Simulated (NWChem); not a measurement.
# doublet [N2H4]+ at 4 levels

We compute a comparison of 4 runs (U-revPBE/cc-pVTZ, UBLYP/cc-pVTZ, UPBE/cc-pVTZ, USVWN5/cc-pVTZ) of doublet [N2H4]+. 

The calculation is run with NWChem 7.3.0.

## Step 1: The molecule

[N2H4]+ has 6 atoms, charge +1, and is taken as a doublet. SMILES of the parent species: `NN`. Geometry: relaxed at PBE0-D4/def2-TZVP. This is one conformer, not always the lowest. That shape belongs to the parent species and isn't relaxed for this state.

Bond lengths: N1–N2 1.415 Å, N1–H3 1.014 Å, N1–H4 1.011 Å, N2–H5 1.014 Å, N2–H6 1.011 Å. Angles: N1–N2–H5 112.7°, N1–N2–H6 108.2°, N2–N1–H3 112.7°, N2–N1–H4 108.2°, H5–N2–H6 108.3°, H3–N1–H4 108.3°.

## Step 2: The energy at U-revPBE/cc-pVTZ (run 1)

Contents of run.py:

```python
from ase import Atoms
from ase.calculators.nwchem import NWChem

system = Atoms('NNHHHH', positions=[
    [-0.135100, -0.701700, 0.195900],
    [0.447300, 0.583800, 0.089900],
    [-1.076200, -0.737600, -0.180500],
    [0.438700, -1.352200, -0.322700],
    [0.103900, 1.104700, -0.709700],
    [0.221500, 1.102900, 0.927100],
])

calc = NWChem(
    label='run',
    theory='dft',
    memory='2200 mb',
    basis='cc-pVTZ',
    basispar='spherical bse',
    charge=1,
    dft={'xc': 'revpbe cpbe96', 'mult': '2', 'grid': 'fine', 'convergence': 'energy 1e-08', 'iterations': '100', 'mulliken': None},
    task='energy',
)
system.calc = calc

print(f"energy = {system.get_potential_energy():.6f} eV")
```

Run with:

```
$ export ASE_NWCHEM_COMMAND="nwchem PREFIX.nwi > PREFIX.nwo"
$ python run.py
```

Standard output:

```text
energy = -3034.777160 eV
```

The calculator wrote run.nwi:

```
title "run"

permanent_dir run

scratch_dir run

start run

geometry units angstrom nocenter noautosym noautoz
  N  -1.3510000000000000e-01 -7.0169999999999999e-01 1.9589999999999999e-01
  N  4.4729999999999998e-01 5.8379999999999999e-01 8.9899999999999994e-02
  H  -1.0762000000000000e+00 -7.3760000000000003e-01 -1.8049999999999999e-01
  H  4.3869999999999998e-01 -1.3522000000000001e+00 -3.2269999999999999e-01
  H  1.0390000000000001e-01 1.1047000000000000e+00 -7.0970000000000000e-01
  H  2.2150000000000000e-01 1.1029000000000000e+00 9.2710000000000004e-01
end

charge 1

memory 2200 mb

basis spherical bse noprint
   * library cc-pVTZ
end

dft
  xc revpbe cpbe96
  mult 2
  grid fine
  convergence energy 1e-08
  iterations 100
  mulliken
end

task dft energy
```

run.nwo:

```text
Northwest Computational Chemistry Package (NWChem) 7.3.0
             --------------------------------------------------------

           Job information
           ---------------

    nwchem branch   = 7.3.0
    use scalapack   = T
    input           = run.nwi
    prefix          = run.
    data base       = run/run.db
    status          = startup
    nproc           =        1

           Memory information
           ------------------

    heap     =     72089598 doubles =      550.0 Mbytes
    stack    =     72089595 doubles =      550.0 Mbytes
    global   =    144179200 doubles =     1100.0 Mbytes (distinct from heap & stack)
    total    =    288358393 doubles =     2200.0 Mbytes
    verify   = yes
    hardfail = no

[... 101 lines left out ...]
  convergence criterion.
[... 17 lines left out ...]
          Convergence on gradient requested:  5.00D-04
[... 22 lines left out ...]
          Convergence aids based upon iterative change in
[... 30 lines left out ...]
 1-e energy   =    -218.869937
[... 55 lines left out ...]
         Total DFT energy =     -111.526004499582
[... 2 lines left out ...]
    Exchange-Corr. energy =      -14.954299404079
[... 824 lines left out ...]
                     DFT Final Beta Molecular Orbital Analysis
[... 925 lines left out ...]
 center of mass
 --------------
 x =   0.23931460 y =  -0.09037907 z =   0.21907243

 moments of inertia (a.u.)
 ------------------
          64.895799302221         -20.505937434619           0.328945941287
         -20.505937434619          20.343207721461           0.707198021964
           0.328945941287           0.707198021964          72.871375645384

     Multipole analysis of the density
     ---------------------------------

     L   x y z        total         alpha         beta         nuclear
     -   - - -        -----         -----         ----         -------
     0   0 0 0      1.000000     -9.000000     -8.000000     18.000000

     1   1 0 0     -0.265994     -2.112842     -1.693175      3.540024
[... 8 lines of this table left out ...]
     2   0 0 2     -7.104819     -7.367897     -6.254528      6.517606

 Task  times  cpu:      118.1s     wall:      118.1s
 Total times  cpu:      118.1s     wall:      118.1s
```

It took 2 min on 1 thread of Intel Xeon Platinum 8488C (Sapphire Rapids), shared host; peak memory 0.12 GiB.

## Step 3: A single-point energy at UBLYP/cc-pVTZ (run 2)

Contents of m1.nw:

```
start m1
title "H4N2"
memory total 2200 mb
charge 1

geometry noautosym nocenter noautoz
 N    -0.135100   -0.701700    0.195900
 N     0.447300    0.583800    0.089900
 H    -1.076200   -0.737600   -0.180500
 H     0.438700   -1.352200   -0.322700
 H     0.103900    1.104700   -0.709700
 H     0.221500    1.102900    0.927100
end

basis "ao basis" spherical bse
 * library cc-pVTZ
end

dft
 xc becke88 lyp
 mult 2
 grid fine
 convergence energy 1e-08
 iterations 100
 mulliken
end

task dft energy
```

Run with:

```
$ nwchem m1.nw > m1.out
```

Standard output:

```text
[...]
          Wavefunction type:  spin polarized.
          No. of atoms     :     6
          No. of electrons :    17
[...]
          Charge           :     1
          Spin multiplicity:     2
[...]
          AO basis - number of functions:   116
[...]
              XC Information
              --------------
                    Becke 1988 Exchange Functional  1.000
              Lee-Yang-Parr Correlation Functional  1.000
[...]
 d= 0,ls=0.0,diis     1   -111.4259922740 -1.53D+02  4.09D-03  2.95D-01     2.9
[...]
 d= 0,ls=0.5,diis    27   -111.5209614679 -9.55D-09  1.99D-07  1.23D-06    70.1
[...]
         Total DFT energy =     -111.520961505722
      One electron energy =     -227.907857735091
           Coulomb energy =       89.505112577003
    Exchange-Corr. energy =      -14.951930394035
 Nuclear repulsion energy =       41.833714046401
[...]
      Total Density - Mulliken Population Analysis
     ---------------------------------------------
    Atom       Charge   Shell Charges
 -----------   ------   -------------------------------------------------------
    1 N    7     6.95   1.95  0.24  0.90  0.39  1.04  1.68  0.70  0.01  0.04  0.00
    2 N    7     6.95   1.95  0.24  0.90  0.39  1.04  1.68  0.70  0.01  0.04  0.00
    3 H    1     0.79   0.27  0.41  0.04  0.02  0.04  0.01
    4 H    1     0.76   0.26  0.39  0.04  0.02  0.04  0.01
    5 H    1     0.79   0.27  0.41  0.04  0.02  0.04  0.01
    6 H    1     0.76   0.26  0.39  0.04  0.02  0.05  0.01
[...]
      <S2> =      0.7523 (Exact =     0.7500)
[...]
```

It took 74 s on 1 thread of Intel Xeon Platinum 8488C (Sapphire Rapids), shared host; peak memory 0.11 GiB.

Run 3 isn't shown in full; the table further down has it.

## Step 4: A single-point energy at USVWN5/cc-pVTZ (run 4)

Contents of work.nw:

```
start work
title "H4N2 energy"
memory stack 880 mb heap 220 mb global 1100 mb
charge 1
geometry units angstroms noautosym nocenter noautoz
 N     -0.135100    -0.701700     0.195900
 N      0.447300     0.583800     0.089900
 H     -1.076200    -0.737600    -0.180500
 H      0.438700    -1.352200    -0.322700
 H      0.103900     1.104700    -0.709700
 H      0.221500     1.102900     0.927100
end
basis spherical bse
 * library cc-pVTZ
end
dft
 xc slater vwn_5
 mult 2
 grid fine
 convergence energy 1e-08
 iterations 100
 mulliken
 noprint "final vectors analysis"
end
task dft energy
```

Run with:

```
$ nwchem work.nw > work.out
```

Standard output:

```text
[...]
          Wavefunction type:  spin polarized.
          No. of atoms     :     6
          No. of electrons :    17
[...]
          Charge           :     1
          Spin multiplicity:     2
[...]
          AO basis - number of functions:   116
[...]
              XC Information
              --------------
                        Slater Exchange Functional  1.000 local
                      VWN V Correlation Functional  1.000 local
[...]
 d= 0,ls=0.0,diis     1   -110.5334329949 -1.52D+02  4.20D-03  4.94D-01     2.0
[...]
 d= 0,ls=0.5,diis    52   -110.6321513421 -2.39D-09  1.97D-06  1.70D-05    87.0
[...]
         Total DFT energy =     -110.632153556465
      One electron energy =     -227.832925435364
           Coulomb energy =       89.370198309182
    Exchange-Corr. energy =      -14.003140476685
 Nuclear repulsion energy =       41.833714046401
[...]
      Total Density - Mulliken Population Analysis
     ---------------------------------------------
    Atom       Charge   Shell Charges
 -----------   ------   -------------------------------------------------------
    1 N    7     6.95   1.91  0.24  0.92  0.41  1.04  1.68  0.71  0.01  0.04  0.00
    2 N    7     6.97   1.91  0.24  0.92  0.41  1.04  1.68  0.71  0.01  0.04  0.00
    3 H    1     0.78   0.26  0.42  0.03  0.01  0.05  0.01
    4 H    1     0.76   0.25  0.41  0.03  0.02  0.05  0.01
    5 H    1     0.78   0.26  0.42  0.03  0.01  0.05  0.01
    6 H    1     0.76   0.25  0.41  0.03  0.02  0.05  0.01
[...]
      <S2> =      0.7514 (Exact =     0.7500)
[...]
```

Run time: 90 s. Hardware: 1 thread of Intel Xeon Platinum 8488C (Sapphire Rapids), shared host; peak memory 0.11 GiB.

## Step 5: Overview of the runs

```
run             level  energy (Eh)  HOMO energy (eV)  LUMO energy (eV)   ⟨S²⟩  wall time
  1  U-revPBE/cc-pVTZ  -111.526004            -14.07            -13.85  0.752      2 min
  2     UBLYP/cc-pVTZ  -111.520962            -14.04            -13.84  0.752       74 s
  3      UPBE/cc-pVTZ  -111.421181            -14.12            -13.92  0.752       80 s
  4    USVWN5/cc-pVTZ  -110.632154                 –                 –  0.751       90 s
```

## Step 6: Outcome

| quantity | value |
| --- | --- |
| run 4: total energy | -110.63215 Eh |
| run 4: ⟨S²⟩ | 0.751 |

**Reading.** Totals of different functionals can't be ranked against each other. All runs together took 6 min, the longest 2 min.
